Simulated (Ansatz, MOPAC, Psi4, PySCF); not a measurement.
Reaction (SMILES): N[SiH](N)N -> [SiH](N)N + [NH2] (NH2) (the N-Si bond breaks)

Wanted: bond dissociation energy (enthalpy at 298 K), in kcal/mol. Terms: open shells spin-unrestricted; dispersion terms only where a functional's name holds one; non-relativistic; LANL2DZ with its own core potentials from Na on; valence correlation only; 6-311+G** with 5d, 6d on Na to Ar in Ansatz (a program for electronic structure); 6-31G* and kin with 6d, 5d where marked; spin-orbit terms left out. Basis-set limits of correlation are two-point, X^-3; Hartree-Fock from the larger set. First-principles rows: single points at B3LYP-D3(BJ) geometries (Ansatz), with unscaled harmonic terms from B3LYP/6-31G* (Ansatz) at its own minima. Semi-empirical rows: MOPAC heats of formation at their own minima for 298 K.

Coupled cluster (Ansatz) is a level with limits of its own, used here on species with T1 under 0.025 (0.045 for open shells) and stable references: CCSD(T)/CBS(aug-cc-pV(T+d)Z,aug-cc-pV(Q+d)Z).

Value to compare with, CCSD(T)/CBS(aug-cc-pV(T+d)Z,aug-cc-pV(Q+d)Z) (Ansatz): 112.5 kcal/mol.

| level | program | bond dissociation energy (enthalpy at 298 K) (kcal/mol) | difference |
|---|---|---|---|
| PM6 | MOPAC | 102.0 | -10.5 |
| MNDO | MOPAC | 86.1 | -26.4 |
| HF/STO-3G | Ansatz | 88.4 | -24.1 |
| HF/3-21G | Ansatz | 88.4 | -24.1 |
| PBE/LANL2DZ | Ansatz | 100.9 | -11.6 |
| PBE/6-31G* | Ansatz | 103.1 | -9.4 |
| BLYP/6-31G* | Ansatz | 98.3 | -14.2 |
| B3LYP/6-31G | Ansatz | 96.7 | -15.8 |
| B3LYP/6-31G* | Ansatz | 101.7 | -10.8 |
| PBE0/6-31G* | Ansatz | 104.2 | -8.3 |
| wB97X-D/6-31G* | Psi4 | 107.7 | -4.8 |
| wB97X-D/6-311+G** | Psi4 | 107.1 | -5.4 |
| MP2/STO-3G | Ansatz | 98.9 | -13.6 |
| B3PW91/6-31G* (5d) | PySCF | 102.5 | -10.0 |
| B2PLYP-D3(BJ)/def2-TZVPD | Ansatz + dftd3 | 108.4 | -4.1 |

Among the 14 habitual levels, MNDO lies farthest from CCSD(T)/CBS(aug-cc-pV(T+d)Z,aug-cc-pV(Q+d)Z) (Ansatz) (-26.4 kcal/mol) and wB97X-D/6-31G* nearest (-4.8); 0 of 14 lie above it, and their mean absolute difference is 13.5 kcal/mol, the median 11.2. One case shows no general order.

The levels are drawn from those run, B3LYP/6-31G* more often than the rest, none by its result; left out are runs that failed, that the program found above a lower state of the same kind, or whose <S^2> lies over 0.5 above the pure value.
